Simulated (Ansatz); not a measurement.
The parent structure is AlP in the zinc blende structure (space group F-43m, No. 216).

```
AlP
1.0
    0.00000     2.75388     2.75388
    2.75388     0.00000     2.75388
    2.75388     2.75388     0.00000
P Al
1 1
Direct
  0.25000   0.25000   0.25000
  0.00000   0.00000   0.00000
```

Levels (all Ansatz, a quantum-chemistry and plane-wave program, PAW): PBE (420 eV, no spin-orbit coupling); PBEsol (420 eV, no spin-orbit coupling).

Levels that relaxed their own cell: PBE and PBEsol.

| level | band gap | lattice parameter a |
|---|---|---|
| PBE | 1.63 eV | 5.508 Å |
| PBEsol | 1.45 eV | 5.471 Å |

Measured: band gap 2.54 eV (static lattice; corrected from measurement; as listed in Wei Chen et al., Physical Review Materials (2018)); lattice parameter a 5.451 Å (static lattice; corrected from measurement; as listed in Daniel Mejia-Rodriguez, S. B. Trickey, Phys. Rev. B (2018)).

Computed minus measured — band gap: PBE -0.91 eV, PBEsol -1.09 eV (closest: PBE); lattice parameter a: PBE +1.0 %, PBEsol +0.4 % (closest: PBEsol). A measured gap can be an optical one, lowered by exciton binding.

Whether these cells are dynamically stable was not tested.
